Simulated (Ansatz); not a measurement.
# H3Si–Si, doublet: reading a ladder of total energies

Geometry: displaced at random from a stationary point.

```yaml
atoms:
  - { symbol: Si, position_ang: [0.0073, 0.0073, 1.1044] }
  - { symbol: Si, position_ang: [0.0085, -0.0088, -1.2747] }
  - { symbol: H, position_ang: [0.6180, 1.2567, 1.7223] }
  - { symbol: H, position_ang: [-1.5297, -0.0123, 1.3224] }
  - { symbol: H, position_ang: [0.4729, -1.2023, 1.7006] }
```

Basis cc-pVDZ; Ansatz 0.2.0. Only valence electrons are correlated (noble-gas cores frozen), which leaves 11 electrons in 41 orbitals. R marks a restricted (for open shells ROHF) determinant, U an unrestricted one.

Full CI isn't at hand for all of this; UCCSDT(Q) serves as the reference, and is uncertain by about the last step of the cluster series.

Unrestricted rows (U) aren't spin-pure: their determinants' ⟨S²⟩ exceeds S(S+1) by up to 0.20, so they mix in states of higher spin.

The cluster runs stand on a determinant 0.01 eV above the lowest UHF solution, chosen by trial CCSD; the correlation energy below is counted from it.

Runs differ by some tens of microhartree through their thresholds and, for an open shell, their frozen cores, so steps under 0.03 kcal/mol mean nothing.

```tsv
level	total energy (hartree)
UHF determinant under the cluster runs	-579.524169
UMP2	-579.684247
UCCSD	-579.732382
UCCSD(T)	-579.738042
UCCSDT	-579.739391
UCCSDT(Q)	-579.739678
```

Q: What is the correlation energy at UCCSDT(Q), and what share of it do UMP2 and UCCSD(T) recover?

A: E(corr) = -579.739678 − (-579.524169) = -0.215509 hartree = -5.864 eV. UMP2: -0.160078 / -0.215509 = 74.28 %. UCCSD(T): -0.213873 / -0.215509 = 99.24 %.

Q: By how many kcal/mol does UCCSD(T) miss UCCSDT(Q) (1 hartree = 627.509 kcal/mol), and which steps make up the rest?

A: -579.738042 − (-579.739678) = 0.001636 hartree = 1.03 kcal/mol. Steps: UCCSDT − UCCSD(T) = -0.85, UCCSDT(Q) − UCCSDT = -0.18 kcal/mol. Differences between like states or geometries often cancel part of this.
